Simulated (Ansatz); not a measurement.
Cartesian coordinates in Å:
```
Cl -1.098 -0.388 -1.581
Si 0.088 0.110 0.004
Cl -0.183 -1.219 1.528
H -0.304 1.451 0.478
H 1.497 0.046 -0.428
```

The species carries charge 0 and has multiplicity 1.

Q: List the PBE0/def2-TZVPP orbital energies in eV (Ansatz 0.2.0). (Estimate.)

A: Computed: Occupied: -2767.73, -2767.73, -1804.67, -259.60, -259.59, -197.87, -197.87, -197.74, -197.74, -197.73, -197.73, -146.82, -101.53, -101.48, -101.42, -23.86, -23.20, -15.47, -11.78, -11.63, -11.58, -9.83, -9.74, -9.44, -9.10. Lowest empty: 0.05, 0.12, 1.08, 1.60, 3.76, 4.27, 4.37, 4.44.
